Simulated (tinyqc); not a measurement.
Worked calculation: UKS/BLYP in the sto-3g basis, for H2O+, spin multiplicity 2. One step of it, computed by the program tinyqc.

Question. Iteration 1: building the Kohn-Sham matrix. J_ij = sum D_kl (ij|kl) with D = D(alpha) + D(beta); F = H + J + V_xc; E = tr D H + tr D J / 2 + E_xc + E_nn.

D(alpha) at the start, lower triangle:
```
            1O 1s      1O 2s    1O 2px     1O 2py    1O 2pz     2H 1s     3H 1s
1O 1s    1.071825
1O 2s   -0.246149   1.046648
1O 2px   0.000000   0.000000  0.654001
1O 2py   0.000000   0.000000  0.000000   0.596694
1O 2pz   0.007587  -0.038305  0.000000   0.000000  0.619385
2H 1s   -0.007863   0.026643  0.000000   0.057232  0.034627  0.496090
3H 1s   -0.007863   0.026643  0.000000  -0.057232  0.034627  0.030270  0.496090
```

D(beta) at the start, lower triangle:
```
            1O 1s      1O 2s    1O 2px     1O 2py    1O 2pz     2H 1s     3H 1s
1O 1s    0.857460
1O 2s   -0.196919   0.837319
1O 2px   0.000000   0.000000  0.523201
1O 2py   0.000000   0.000000  0.000000   0.477355
1O 2pz   0.006070  -0.030644  0.000000   0.000000  0.495508
2H 1s   -0.006290   0.021314  0.000000   0.045786  0.027702  0.396872
3H 1s   -0.006290   0.021314  0.000000  -0.045786  0.027702  0.024216  0.396872
```

core Hamiltonian H = T + V (hartree), lower triangle:
```
             1O 1s      1O 2s     1O 2px     1O 2py     1O 2pz      2H 1s      3H 1s
1O 1s   -32.549675
1O 2s    -7.572271  -9.174346
1O 2px    0.000000   0.000000  -7.324863
1O 2py    0.000000   0.000000   0.000000  -7.422528
1O 2pz   -0.014292  -0.175635   0.000000   0.000000  -7.394262
2H 1s    -1.146783  -2.741985   0.000000  -1.550763  -1.354919  -4.441247
3H 1s    -1.146783  -2.741985   0.000000   1.550763  -1.354919  -1.044771  -4.441247
```

Two-electron integrals (ij|kl) in chemists' order, unique and non-zero (hartree):
```
(11|11) 4.785065    (21|11) 0.741380    (21|21) 0.136873    (22|11) 1.118947
(22|21) 0.256633    (22|22) 0.817206    (31|31) 0.024477    (32|31) 0.037809
(32|32) 0.180518    (33|11) 1.115814    (33|21) 0.256684    (33|22) 0.817023
(33|33) 0.880159    (41|41) 0.024477    (42|41) 0.037809    (42|42) 0.180518
(43|43) 0.047444    (44|11) 1.115814    (44|21) 0.256684    (44|22) 0.817023
(44|33) 0.785270    (44|44) 0.880159    (51|51) 0.024477    (52|51) 0.037809
(52|52) 0.180518    (53|53) 0.047444    (54|54) 0.047444    (55|11) 1.115814
(55|21) 0.256684    (55|22) 0.817023    (55|33) 0.785270    (55|44) 0.785270
(55|55) 0.880159    (61|11) 0.112633    (61|21) 0.020636    (61|22) 0.038504
(61|33) 0.038429    (61|41) 0.000721    (61|42) 0.001359    (61|44) 0.038564
(61|51) 0.000608    (61|52) 0.001146    (61|54) 0.000114    (61|55) 0.038525
(61|61) 0.003151    (62|11) 0.295185    (62|21) 0.068644    (62|22) 0.244616
(62|33) 0.240303    (62|41) 0.003945    (62|42) 0.031113    (62|44) 0.247726
(62|51) 0.003325    (62|52) 0.026227    (62|54) 0.006257    (62|55) 0.245577
(62|61) 0.010570    (62|62) 0.093397    (63|31) 0.006920    (63|32) 0.041231
(63|43) 0.006333    (63|53) 0.005338    (63|63) 0.012789    (64|11) 0.169433
(64|21) 0.039885    (64|22) 0.151746    (64|33) 0.144986    (64|41) 0.008916
(64|42) 0.059338    (64|44) 0.162001    (64|51) 0.001683    (64|52) 0.015263
(64|54) 0.009004    (64|55) 0.148076    (64|61) 0.006391    (64|62) 0.070426
(64|64) 0.065287    (65|11) 0.142825    (65|21) 0.033622    (65|22) 0.127915
(65|33) 0.122217    (65|41) 0.001683    (65|42) 0.015263    (65|44) 0.125883
(65|51) 0.008339    (65|52) 0.054097    (65|54) 0.009423    (65|55) 0.135499
(65|61) 0.005387    (65|62) 0.059366    (65|64) 0.044254    (65|65) 0.050093
(66|11) 0.458377    (66|21) 0.108303    (66|22) 0.444352    (66|33) 0.427076
(66|41) 0.007530    (66|42) 0.083459    (66|44) 0.457054    (66|51) 0.006347
(66|52) 0.070352    (66|54) 0.025271    (66|55) 0.448378    (66|61) 0.016791
(66|62) 0.220989    (66|64) 0.190169    (66|65) 0.160304    (66|66) 0.774606
(71|11) 0.112633    (71|21) 0.020636    (71|22) 0.038504    (71|33) 0.038429
(71|41) -0.000721   (71|42) -0.001359   (71|44) 0.038564    (71|51) 0.000608
(71|52) 0.001146    (71|54) -0.000114   (71|55) 0.038525    (71|61) 0.003106
(71|62) 0.010255    (71|64) 0.005706    (71|65) 0.005232    (71|66) 0.016164
(71|71) 0.003151    (72|11) 0.295185    (72|21) 0.068644    (72|22) 0.244616
(72|33) 0.240303    (72|41) -0.003945   (72|42) -0.031113   (72|44) 0.247726
(72|51) 0.003325    (72|52) 0.026227    (72|54) -0.006257   (72|55) 0.245577
(72|61) 0.010255    (72|62) 0.074888    (72|64) 0.039199    (72|65) 0.046284
(72|66) 0.143670    (72|71) 0.010570    (72|72) 0.093397    (73|31) 0.006920
(73|32) 0.041231    (73|43) -0.006333   (73|53) 0.005338    (73|63) 0.009897
(73|73) 0.012789    (74|11) -0.169433   (74|21) -0.039885   (74|22) -0.151746
(74|33) -0.144986   (74|41) 0.008916    (74|42) 0.059338    (74|44) -0.162001
(74|51) -0.001683   (74|52) -0.015263   (74|54) 0.009004    (74|55) -0.148076
(74|61) -0.005706   (74|62) -0.039199   (74|64) -0.011080   (74|65) -0.023751
(74|66) -0.068386   (74|71) -0.006391   (74|72) -0.070426   (74|74) 0.065287
(75|11) 0.142825    (75|21) 0.033622    (75|22) 0.127915    (75|33) 0.122217
(75|41) -0.001683   (75|42) -0.015263   (75|44) 0.125883    (75|51) 0.008339
(75|52) 0.054097    (75|54) -0.009423   (75|55) 0.135499    (75|61) 0.005232
(75|62) 0.046284    (75|64) 0.023751    (75|65) 0.038082    (75|66) 0.096846
(75|71) 0.005387    (75|72) 0.059366    (75|74) -0.044254   (75|75) 0.050093
(76|11) 0.102546    (76|21) 0.024092    (76|22) 0.093987    (76|33) 0.091651
(76|44) 0.093378    (76|51) 0.001772    (76|52) 0.017007    (76|55) 0.096829
(76|61) 0.003675    (76|62) 0.036260    (76|64) 0.023768    (76|65) 0.025925
(76|66) 0.091620    (76|71) 0.003675    (76|72) 0.036260    (76|74) -0.023768
(76|75) 0.025925    (76|76) 0.017956    (77|11) 0.458377    (77|21) 0.108303
(77|22) 0.444352    (77|33) 0.427076    (77|41) -0.007530   (77|42) -0.083459
(77|44) 0.457054    (77|51) 0.006347    (77|52) 0.070352    (77|54) -0.025271
(77|55) 0.448378    (77|61) 0.016164    (77|62) 0.143670    (77|64) 0.068386
(77|65) 0.096846    (77|66) 0.302806    (77|71) 0.016791    (77|72) 0.220989
(77|74) -0.190169   (77|75) 0.160304    (77|76) 0.091620    (77|77) 0.774606
```

nuclear repulsion = 7.78089040 hartree

V_xc(alpha) (hartree), lower triangle:
```
            1O 1s      1O 2s     1O 2px     1O 2py     1O 2pz      2H 1s      3H 1s
1O 1s   -3.128437
1O 2s   -0.424849  -0.773890
1O 2px   0.000000   0.000000  -0.762292
1O 2py   0.000000   0.000000   0.000000  -0.771347
1O 2pz   0.000358  -0.009315   0.000000   0.000000  -0.768997
2H 1s   -0.065110  -0.225731   0.000000  -0.142114  -0.123195  -0.475717
3H 1s   -0.065110  -0.225731   0.000000   0.142114  -0.123195  -0.083193  -0.475717
```

V_xc(beta) (hartree), lower triangle:
```
            1O 1s      1O 2s     1O 2px     1O 2py     1O 2pz      2H 1s      3H 1s
1O 1s   -2.938525
1O 2s   -0.400213  -0.731345
1O 2px   0.000000   0.000000  -0.720343
1O 2py   0.000000   0.000000   0.000000  -0.729228
1O 2pz   0.000332  -0.009222   0.000000   0.000000  -0.726872
2H 1s   -0.061319  -0.213712   0.000000  -0.134621  -0.116784  -0.451232
3H 1s   -0.061319  -0.213712   0.000000   0.134621  -0.116784  -0.079051  -0.451232
```

E_xc = sum of w rho eps_xc = -8.13383741 hartree

Give: Coulomb J; F(alpha); F(beta); total energy of this density.

Answer.

Coulomb J (hartree), lower triangle:
```
          1O 1s   1O 2s  1O 2px   1O 2py  1O 2pz   2H 1s   3H 1s
1O 1s   15.4243
1O 2s    2.8894  7.1641
1O 2px   0.0000  0.0000  7.1264
1O 2py   0.0000  0.0000  0.0000   7.1797
1O 2pz   0.0104  0.1284  0.0000   0.0000  7.1647
2H 1s    0.4365  2.1696  0.0000   1.3530  1.1769  4.2010
3H 1s    0.4365  2.1696  0.0000  -1.3530  1.1769  0.8560  4.2010
```

F(alpha) (hartree), lower triangle:
```
           1O 1s    1O 2s   1O 2px   1O 2py   1O 2pz    2H 1s    3H 1s
1O 1s   -20.2538
1O 2s    -5.1077  -2.7841
1O 2px    0.0000   0.0000  -0.9608
1O 2py    0.0000   0.0000   0.0000  -1.0142
1O 2pz   -0.0036  -0.0566   0.0000   0.0000  -0.9986
2H 1s    -0.7754  -0.7981   0.0000  -0.3399  -0.3012  -0.7160
3H 1s    -0.7754  -0.7981   0.0000   0.3399  -0.3012  -0.2720  -0.7160
```

F(beta) (hartree), lower triangle:
```
           1O 1s    1O 2s   1O 2px   1O 2py   1O 2pz    2H 1s    3H 1s
1O 1s   -20.0639
1O 2s    -5.0831  -2.7415
1O 2px    0.0000   0.0000  -0.9188
1O 2py    0.0000   0.0000   0.0000  -0.9721
1O 2pz   -0.0036  -0.0565   0.0000   0.0000  -0.9565
2H 1s    -0.7716  -0.7861   0.0000  -0.3324  -0.2948  -0.6915
3H 1s    -0.7716  -0.7861   0.0000   0.3324  -0.2948  -0.2678  -0.6915
```

total energy of this density = -71.221202 hartree

This density is the starting one; it is not idempotent, so its energy is not variational and may lie below the converged one.
